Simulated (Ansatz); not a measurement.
A nudged elastic band was laid between two geometries of H2 + H5NSi (9 atoms, charge 0, multiplicity 1).

These are results of RKS PBE0/def2-SVP in Ansatz 0.2.0, not measurements.

```yaml
movable_images: 5
climbing_image: yes
spring: 5.0 eV/Å²
optimiser: quadratic models (default)
start_path: through a guess of the saddle point
force_threshold: 0.05 eV/Å
iteration_limit: 60
end_points: relaxed
```

Image 0:

```xyz
9
Properties=species:S:1:pos:R:3
Si -0.298 0.547 0.007
N 0.047 -0.043 1.604
H -0.714 -0.401 2.171
H 0.706 0.464 2.185
H 1.003 0.783 -0.686
H -1.082 1.826 -0.070
H -1.090 -0.499 -0.706
H 1.726 -2.917 1.900
H 1.352 -2.263 1.774
```

Image 6:

```xyz
9
Properties=species:S:1:pos:R:3
Si 0.384 0.037 -0.453
N -0.036 -0.619 2.388
H -0.998 -0.886 2.593
H 0.181 0.161 3.007
H 0.595 0.374 -1.905
H 0.447 1.327 0.291
H -0.958 -0.607 -0.362
H 1.487 -0.892 -0.073
H 0.547 -1.397 2.694
```

Q: Which bonds break or form, and what moves?

A: Bonds broken: Si1–N2, H8–H9. Bonds formed: Si1–H8, N2–H9. H2 + H5NSi becomes H3N + H4Si.

Q: What energy profile does the band end with?

A: It converged. The highest image is number 3 of 0 to 6, 1.83 eV above the first end and 1.85 eV above the last; the last end lies 0.02 eV below the first. Neighbouring images differ by up to 1.6 eV, so the band resolves the path poorly. A vibrational analysis at the climbing image gives one clearly imaginary mode, 1350i cm⁻¹: a first-order saddle point. The orbitals stay closed-shell, which can raise the energy where a bond breaks towards radicals; this wasn't checked here.

```
image  path coordinate (Å)  energy (eV)  Si1–N2 (Å)  H8–H9 (Å)  Si1–H8 (Å)
    0                 0.00         0.00        1.74       0.76        4.44
    1                 1.11         0.01        1.74       0.76        3.80
    2                 2.22         0.20        1.74       0.77        2.77
    3                 3.33         1.83        1.90       1.16        1.87
    4                 4.42         0.81        2.30       1.90        1.54
    5                 5.51         0.07        2.73       2.49        1.49
    6                 6.60        -0.02        2.95       2.97        1.49
```

Q: What is the geometry of the highest image?

A: 
```xyz
9
Properties=species:S:1:pos:R:3
Si 0.069 -0.070 0.112
N 0.141 -0.267 2.003
H -0.748 -0.330 2.504
H 0.748 0.406 2.476
H 1.311 0.383 -0.580
H -0.737 1.226 0.167
H -0.871 -0.985 -0.596
H 1.028 -1.627 0.524
H 0.707 -1.239 1.570
```

Time of the run: 110 s on 1 thread of AMD EPYC 7R43 64-Core Processor (Zen 3), with other jobs on the host, peak memory 0.14 GiB.
